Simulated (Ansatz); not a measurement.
Ansatz (a first-principles code) job for H₃Si, SMILES [SiH3] (connectivity only; charge and spin as stated), charge +1, multiplicity 1, CAM-B3LYP/def2-TZVPD. The structure is a stationary point at B3LYP-D3(BJ)/def2-TZVPD. The spin state was assumed, not searched. The isomer is the one that the SMILES or the coordinates give; other isomers of the formula were not compared.

Ansatz 0.2 input:
```yaml
crystal:
  periodic: [false, false, false]
  atoms:
    - {symbol: Si, position_ang: [-0.00000000, 0.00000000, 0.00000000]}
    - {symbol: H, position_ang: [-1.46768733, 0.00000000, 0.00000000]}
    - {symbol: H, position_ang: [0.73384367, 1.27105451, 0.00000000]}
    - {symbol: H, position_ang: [0.73384367, -1.27105452, 0.00000000]}
basis:
  gaussian:
    orbitals: def2-TZVPD
hamiltonian:
  xc: {name: CAM-B3LYP}
total_charge: 1
```

It prints:

```
WARN ansatz: RAYON_NUM_THREADS=1 ignored (pool sized by the plan → 1); use --threads N
Functional definition: CAM-B3LYP
integrals: 0.01 GiB planned
437 factors; their error is unknown
integrals: 0.04 GiB planned
207 factors; integrals over basis functions are off by at most 1.6e-5 eV
mean field: 0.16 GiB planned
mean field evaluation 1: about -7916.7084 eV, gradient 8.1e0 eV
mean field evaluation 2: about -7916.8687 eV, gradient 1.9e0 eV
mean field evaluation 4: about -7916.8722 eV, gradient 3.9e-2 eV
mean field evaluation 8: about -7916.8715 eV, gradient 1.2e-4 eV
mean field -7916.87146924 eV, -290.9396602465 hartree, gradient 1.7e-5 eV, S^2 0.000000; 0 other end points of the search recorded, 0 dependent functions left out
reference -7916.87156157 eV, -290.9396636393 hartree; 8, 8 occupied and 62, 62 virtual orbitals, 437 factors
Total energy: -7916.87156157 eV, -290.9396636393 hartree
```

Self-consistency was reached.

Cost: very roughly 1.1 core-seconds.
